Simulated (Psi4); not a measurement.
**CH5BS (BH2(SMe)) at revPBE/aug-cc-pVDZ**

What is the energy change on altering one bond length of CH5BS (BH2(SMe)) at revPBE/aug-cc-pVDZ? 

The calculation is run with Psi4 1.11.

### 1 The structure to begin with

CH5BS: 8 atoms, total charge 0, spin state singlet. SMILES: `[H]B([H])SC`. Geometry: relaxed at GFN2-xTB.

Bond lengths: B1–S4 1.743 Å, S4–C5 1.831 Å, B1–H2 1.168 Å, B1–H3 1.166 Å, C5–H6 1.084 Å, C5–H7 1.084 Å, C5–H8 1.086 Å. Angles: B1–S4–C5 104.6°, H2–B1–S4 120.5°, H3–B1–S4 116.7°, S4–C5–H6 110.1°, S4–C5–H7 107.5°, S4–C5–H8 108.6°, H2–B1–H3 122.8°, H6–C5–H7 110.4°, H6–C5–H8 110.4°, H7–C5–H8 109.8°.

### 2 Energy and gradient at revPBE/aug-cc-pVDZ

input.json reads:

```json
{
  "schema_name": "qcschema_input",
  "schema_version": 1,
  "molecule": {
    "schema_name": "qcschema_molecule",
    "schema_version": 2,
    "symbols": ["B", "H", "H", "S", "C", "H", "H", "H"],
    "geometry": [0.95397154, 2.03432797, -1.96525848, 2.63210503, 2.1196491, -0.53318623, 0.87152279, 3.28062124, -3.78158764, -1.556643, -0.03966535, -1.47665089, -0.81545462, -1.61751108, 1.51210215, 1.2129774, -1.68556011, 1.78769981, -1.58859827, -3.512793, 1.41706783, -1.70986199, -0.57906878, 3.03979455],
    "molecular_charge": 0,
    "molecular_multiplicity": 1,
    "fix_symmetry": "c1",
    "fix_com": true,
    "fix_orientation": true
  },
  "driver": "gradient",
  "model": {
    "method": "revpbe",
    "basis": "aug-cc-pVDZ"
  },
  "keywords": {
    "puream": true,
    "e_convergence": 1e-09,
    "d_convergence": 1e-08,
    "scf_type": "pk",
    "dft_radial_points": 99,
    "dft_spherical_points": 590,
    "scf_properties": ["LOWDIN_CHARGES", "MULLIKEN_CHARGES", "DIPOLE"]
  }
}
```

Started as:

```sh
$ psi4 --qcschema input.json -n 1 --memory 1600MB
```

stdout:

```text
[...]
                   'protocols': {'error_correction': {'default_policy': True, 'policies': None},
                                 'native_files': 'none',
[...]
  Running in c1 symmetry.
[...]
  Nuclear repulsion =   94.630001555680394
[...]
  Multiplicity = 1
[...]
  Nalpha       = 16
  Nbeta        = 16
[...]
    Number of basis functions: 118
[...]
   @RKS iter   1:  -463.65799539996408   -1.31923e-01   7.04089e-03 DIIS/ADIIS
[...]
   @RKS iter  11:  -464.07715295421633   -7.65681e-11   8.90400e-09 DIIS
[...]
  @RKS Final Energy:  -464.07715295421633
   => Energetics <=
    Nuclear Repulsion Energy =             94.6300015556803942
    One-Electron Energy =                -824.7738933176901810
    Two-Electron Energy =                 303.0176182617364020
    DFT Exchange-Correlation Energy =     -36.9508794539429033
    Empirical Dispersion Energy =           0.0000000000000000
    VV10 Nonlocal Energy =                  0.0000000000000000
    Total Energy =                       -464.0771529542163307
[...]
 Multipole Moments:
 ------------------------------------------------------------------------------------
     Multipole            Electronic (a.u.)      Nuclear  (a.u.)        Total (a.u.)
 ------------------------------------------------------------------------------------
 L = 1.  Multiply by 2.5417464519 to convert [e a0] to [Debye]
 Dipole X            :         23.6313605          -23.6110131            0.0203474
 Dipole Y            :          0.1671561           -0.5452238           -0.3780676
 Dipole Z            :         23.0251385          -22.4503054            0.5748330
 Magnitude           :                                                    0.6883184
[...]
  Mulliken Charges: (a.u.)
   Center  Symbol    Alpha    Beta     Spin     Total
       1     B     3.20992  3.20992  0.00000 -1.41985
       2     H     0.17226  0.17226  0.00000  0.65548
       3     H     0.08034  0.08034  0.00000  0.83932
       4     S     7.95802  7.95802  0.00000  0.08396
       5     C     2.77109  2.77109  0.00000  0.45781
       6     H     0.64682  0.64682  0.00000 -0.29364
       7     H     0.58777  0.58777  0.00000 -0.17555
       8     H     0.57377  0.57377  0.00000 -0.14754
   Total alpha = 16.00000, Total beta = 16.00000, Total charge =  0.00000
[...]
  -Total Gradient:
     Atom            X                  Y                   Z
    ------   -----------------  -----------------  -----------------
       1        0.000314229638     0.000806972617    -0.000220207464
       2       -0.015568490456    -0.001271287525    -0.012891231607
       3        0.001355322043    -0.011658845746     0.017148301261
       4        0.013588488863     0.007024434977     0.003631205738
       5        0.002680260146    -0.003135084680     0.004560650769
       6       -0.011783785377     0.000773563561    -0.001851702141
       7        0.004457535474     0.012202851993    -0.000756523862
       8        0.004950660825    -0.004745423203    -0.009622759317
[...]
```

The result, in JSON:

```text
{
 "driver": "gradient",
 "model": {
  "method": "revpbe",
  "basis": "aug-cc-pVDZ"
 },
 "success": true,
 "return_result": [0.00031422963800999126, 0.000806972616983587, -0.0002202074641310947, -0.015568490456493722, -0.001271287524501022, -0.012891231606527803, 0.0013553220434299644, -0.011658845745654761, 0.017148301260935833, 0.013588488863275155, 0.007024434976642624, 0.0036312057377763454, 0.0026802601455180666, -0.00313508468005122, 0.004560650769335567, -0.011783785376554473, 0.0007735635614805059, -0.0018517021411763174, 0.00445753547448189, 0.0122028519925515, -0.0007565238620418128, 0.004950660824544192, -0.004745423203022736, -0.009622759317058083],
 "properties": {
  "calcinfo_nbasis": 118,
  "calcinfo_nmo": 118,
  "calcinfo_nalpha": 16,
  "calcinfo_nbeta": 16,
  "calcinfo_natom": 8,
  "nuclear_repulsion_energy": 94.6300015556804,
  "return_energy": -464.07715295421633,
  "return_gradient": [0.00031422963800999126, 0.000806972616983587, -0.0002202074641310947, -0.015568490456493722, -0.001271287524501022, -0.012891231606527803, 0.0013553220434299644, -0.011658845745654761, 0.017148301260935833, 0.013588488863275155, 0.007024434976642624, 0.0036312057377763454, 0.0026802601455180666, -0.00313508468005122, 0.004560650769335567, -0.011783785376554473, 0.0007735635614805059, -0.0018517021411763174, 0.00445753547448189, 0.0122028519925515, -0.0007565238620418128, 0.004950660824544192, -0.004745423203022736, -0.009622759317058083],
  "scf_one_electron_energy": -824.7738933176902,
  "scf_two_electron_energy": 303.0176182617364,
  "scf_xc_energy": -36.9508794539429,
  "scf_dipole_moment": [0.020347442295456375, -0.3780676322830544, 0.5748330496698877],
  "scf_total_energy": -464.07715295421633,
  "scf_total_gradient": [0.00031422963800999126, 0.000806972616983587, -0.0002202074641310947, -0.015568490456493722, -0.001271287524501022, -0.012891231606527803, 0.0013553220434299644, -0.011658845745654761, 0.017148301260935833, 0.013588488863275155, 0.007024434976642624, 0.0036312057377763454, 0.0026802601455180666, -0.00313508468005122, 0.004560650769335567, -0.011783785376554473, 0.0007735635614805059, -0.0018517021411763174, 0.00445753547448189, 0.0122028519925515, -0.0007565238620418128, 0.004950660824544192, -0.004745423203022736, -0.009622759317058083],
  "scf_iterations": 11
 }
}
```

It took 34 s on 1 thread of Intel Xeon 6975P-C (Granite Rapids), shared host; peak memory 0.8 GiB.

### 3 The distorted shape: the energy at revPBE/aug-cc-pVDZ

input.in reads:

```
memory 1.6 GB

molecule {
  0 1
  B      0.73163015     2.50764767    -2.86182014
  H      2.40976364     2.59296880    -1.42974789
  H      0.64918140     3.75394095    -4.67814930
  S     -1.77898439     0.43365435    -2.37321255
  C     -0.81545462    -1.61751108     1.51210215
  H      1.21297740    -1.68556011     1.78769981
  H     -1.58859827    -3.51279300     1.41706783
  H     -1.70986199    -0.57906878     3.03979455
  units au
  symmetry c1
}

set globals {
  basis                aug-cc-pVDZ
  puream               true
  e_convergence        1e-09
  d_convergence        1e-08
  scf_type             pk
  dft_radial_points    99
  dft_spherical_points 590
}

E, wfn = energy("revpbe", return_wfn=True)
oeprop(wfn, "MULLIKEN_CHARGES", "LOWDIN_CHARGES", "WIBERG_LOWDIN_INDICES")
print_variables()
```

Started as:

```sh
$ psi4 -i input.in -o input.out -n 1
```

input.out:

```text
[...]
  Running in c1 symmetry.
[...]
  Nuclear repulsion =   85.011921104460797
[...]
  Multiplicity = 1
[...]
  Nalpha       = 16
  Nbeta        = 16
[...]
    Number of basis functions: 118
[...]
   @RKS iter   1:  -463.50554850062883   -2.92855e-01   7.83078e-03 DIIS/ADIIS
[...]
   @RKS iter  12:  -464.03557107933568   -1.04421e-10   5.79819e-09 DIIS
[...]
    Orbital Energies [Eh]
    ---------------------
    Doubly Occupied:
       1A    -88.104294     2A     -9.961134     3A     -7.699818
       4A     -6.527111     5A     -5.717733     6A     -5.710846
       7A     -5.710021     8A     -0.668037     9A     -0.627786
      10A     -0.432669    11A     -0.382126    12A     -0.380836
      13A     -0.341152    14A     -0.304091    15A     -0.258786
      16A     -0.252941
[...]
  @RKS Final Energy:  -464.03557107933568
   => Energetics <=
    Nuclear Repulsion Energy =             85.0119211044607965
    One-Electron Energy =                -805.5861521968265606
    Two-Electron Energy =                 293.3682356778705298
    DFT Exchange-Correlation Energy =     -36.8295756648404904
    Empirical Dispersion Energy =           0.0000000000000000
    VV10 Nonlocal Energy =                  0.0000000000000000
    Total Energy =                       -464.0355710793356820
[...]
 Multipole Moments:
 ------------------------------------------------------------------------------------
     Multipole            Electronic (a.u.)      Nuclear  (a.u.)        Total (a.u.)
 ------------------------------------------------------------------------------------
 L = 1.  Multiply by 2.5417464519 to convert [e a0] to [Debye]
 Dipole X            :         -1.9059272            1.9992776            0.0933504
 Dipole Y            :          1.3510581           -1.7273325           -0.3762744
 Dipole Z            :         -3.7940372            4.4326577            0.6386205
 Magnitude           :                                                    0.7470829
[...]
  Mulliken Charges: (a.u.)
   Center  Symbol    Alpha    Beta     Spin     Total
       1     B     3.19429  3.19429  0.00000 -1.38857
       2     H     0.16432  0.16432  0.00000  0.67136
       3     H     0.07872  0.07872  0.00000  0.84257
       4     S     8.04754  8.04754  0.00000 -0.09508
       5     C     2.70683  2.70683  0.00000  0.58634
       6     H     0.62475  0.62475  0.00000 -0.24951
       7     H     0.59684  0.59684  0.00000 -0.19368
       8     H     0.58672  0.58672  0.00000 -0.17344
   Total alpha = 16.00000, Total beta = 16.00000, Total charge =  0.00000
[...]
```

It took 24 s on 1 thread of Intel Xeon 6975P-C (Granite Rapids), shared host; peak memory 0.8 GiB.

### 4 Results

Level: revPBE/aug-cc-pVDZ.

| quantity | value |
| --- | --- |
| first shape: total energy | -464.07715 Eh |
| first shape: dipole moment | 1.75 D |
| first shape: HOMO energy | -6.72 eV |
| first shape: LUMO energy | -1.93 eV |
| first shape: HOMO–LUMO gap | 4.79 eV |
| first shape: largest force on an atom | 1.069 eV/Å |
| distorted shape: total energy | -464.03557 Eh |
| distorted shape: dipole moment | 1.90 D |
| distorted shape: HOMO energy | -6.88 eV |
| distorted shape: LUMO energy | -3.10 eV |
| distorted shape: HOMO–LUMO gap | 3.78 eV |
| energy change with the S4–C5 bond stretched from 1.831 to 2.380 Å | 1.132 eV |

What this shows: With the S4–C5 bond stretched from 1.831 to 2.380 Å the energy rises by 1.13 eV (109 kJ/mol). The first shape isn't relaxed at this level, so the change isn't measured from a minimum. The largest force (first shape) is 1.07 eV/Å: the shape isn't a stationary point for this species at this level. Mulliken charges (first shape) run from -1.42 on B1 to +0.84 on H3; in a basis this large or diffuse they mean little.
